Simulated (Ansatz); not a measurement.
in.yaml

```yaml
crystal:
  periodic: [false, false, false]
  atoms:
    - {symbol: B, position_ang: [0.000000, 0.079752, 0.863775]}
    - {symbol: N, position_ang: [0.000000, -0.117617, -0.587927]}
    - {symbol: H, position_ang: [0.000000, 0.779045, -1.094669]}
basis:
  gaussian: {orbitals: cc-pVDZ}
magnetization: {spin_polarized: false, initial_magnetization: 3}
correlation: {method: fic_mrcisd_q, electrons: outside_noble_gas, active_space: {window: {electrons: 7, orbitals: 5}}}
```

```sh
$ ansatz run in.yaml --threads 1 --pin off --events-out ev --progress --plain --max-ram 2393MiB
```

Output:

```
313 factors; integrals over basis functions are off by at most 1.1e-3 eV
mean field evaluation 1: about -2162.6748 eV, gradient 1.1e1 eV
mean field evaluation 2: about -2162.6762 eV, gradient 1.1e1 eV
mean field evaluation 4: about -2164.2012 eV, gradient 1.6e0 eV
mean field evaluation 8: about -2164.2570 eV, gradient 1.0e-1 eV
mean field evaluation 16: about -2163.9824 eV, gradient 1.8e-2 eV
mean field evaluation 32: about -2164.2508 eV, gradient 1.2e-1 eV
mean field evaluation 64: about -2164.2567 eV, gradient 7.2e-2 eV
mean field -2164.25712447 eV, -79.5349823379 hartree, gradient 2.5e-6 eV, S^2 3.750000; 12 other end points of the search recorded, 0 dependent functions left out
reference -2164.25712447 eV, -79.5349823379 hartree; 8, 5 occupied and 25, 28 virtual orbitals, 313 factors
state -2164.26093271 eV, -79.5351222884 hartree
contracted CI cycle   1: correlation 0.00000000 eV, 0.0000000000 hartree, residual 2.08e1 eV
contracted CI cycle   2: correlation -4.80973511 eV, -0.1767545050 hartree, residual 3.06e0 eV
contracted CI cycle   3: correlation -4.96006755 eV, -0.1822791202 hartree, residual 7.90e-1 eV
contracted CI cycle   4: correlation -4.97174195 eV, -0.1827081467 hartree, residual 2.39e-1 eV
contracted CI cycle   5: correlation -4.97286591 eV, -0.1827494513 hartree, residual 8.23e-2 eV
contracted CI cycle   6: correlation -4.97299971 eV, -0.1827543684 hartree, residual 2.88e-2 eV
contracted CI cycle   7: correlation -4.97301431 eV, -0.1827549052 hartree, residual 9.85e-3 eV
contracted CI cycle   8: correlation -4.97301595 eV, -0.1827549652 hartree, residual 3.20e-3 eV
contracted CI cycle   9: correlation -4.97301612 eV, -0.1827549717 hartree, residual 1.23e-3 eV
contracted CI cycle  10: correlation -4.97301615 eV, -0.1827549727 hartree, residual 4.77e-4 eV
state -2164.26093271 eV, -79.5351222884 hartree; corrected -2169.59136888 eV, -79.7310122045 hartree
Total energy: -2169.59136888 eV, -79.7310122045 hartree
```

Natural occupations: 1.9999 1.9999 1.0001 1.0001 1.0000.

Ran on 1 thread of AMD EPYC 7B13, shared host: 1.3 s wall, 0.1 GiB peak host memory.
